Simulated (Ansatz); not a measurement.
Method: DFT, RPBE, plane waves (420 eV) with PAW, scalar-relativistic in Ansatz 0.2.0. (PAW data from PBE, frozen cores regenerated.)

An element in the hcp structure gives this curve. The cell is scaled uniformly from the relaxed one, with fractional coordinates and shape fixed. Energies are extrapolated to zero smearing, pressures are those at the given smearing. Magnetic state: spin not included.

| V (Å³/atom) | E − E₀ (meV/atom) | P (GPa) |
| --- | --- | --- |
| 26.886 | 66.6 | 6.69 |
| 28.108 | 26.9 | 4.05 |
| 29.330 | 5.8 | 1.85 |
| 30.552 | 0.1 | 0.01 |
| 31.774 | 7.2 | -1.54 |
| 32.996 | 25.1 | -2.85 |
| 34.218 | 52.1 | -3.94 |

(1) Which element is it?
A. bismuth
B. tin
C. lutetium
D. antimony

Results:

(1) C. Its fit is V₀ = 30.45 Å³/atom, B₀ = 43 GPa, B₀′ = 3.5.
